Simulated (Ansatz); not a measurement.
The first iterations of a band of CH₄SSi (7 atoms, charge 0, multiplicity 1).

All numbers below come from RKS PBE/def2-mTZVP in Ansatz.

```
movable images  : 7
climbing image  : yes
spring          : 5.0 eV/Å²
optimiser       : quadratic models (default)
start path      : through a guess of the saddle point
force threshold : 0.05 eV/Å
iteration limit : 60
end points      : relaxed
```

Initial state:

```xyz
7
Properties=species:S:1:pos:R:3
Si -0.696 0.276 -0.280
C 0.993 -0.310 0.352
S 1.344 -1.843 0.813
H -1.658 -0.863 -0.298
H -0.525 0.849 -1.656
H -1.190 1.375 0.614
H 1.793 0.448 0.409
```

Final state:

```xyz
7
Properties=species:S:1:pos:R:3
Si -0.923 0.271 -0.380
C 0.761 -0.553 -0.247
S 1.618 -0.216 1.121
H -1.898 -0.854 -0.546
H -0.873 1.059 -1.654
H -1.418 1.175 0.721
H 2.794 -0.950 0.939
```

| iteration | highest image above the first end (eV) | largest band force component (eV/Å) |
| --- | --- | --- |
| 1 | 3.984 | 5.864 |
| 2 | 3.290 | 3.699 |
| 3 | 3.063 | 3.885 |
| 4 | 3.062 | 0.870 |
| 5 | 3.376 | 0.815 |
| 6 | 3.251 | 0.935 |
| 7 | 3.250 | 0.618 |

Q: Does the band converge within its limit, and where does its top end?

A: The run converged. It ended after 22 iterations with the highest image 3.270 eV above the first end. Neighbouring images differ by up to 3.1 eV, so the band resolves the path poorly. A vibrational analysis at the climbing image gives one clearly imaginary mode, 1593i cm⁻¹: a first-order saddle point. The orbitals stay closed-shell, which can raise the energy where a bond breaks towards radicals; this wasn't checked here.

Time of the run: 51 s on 2 threads of AMD EPYC 9R45 96-Core Processor (Zen 5), on a shared host, peak memory 0.17 GiB.
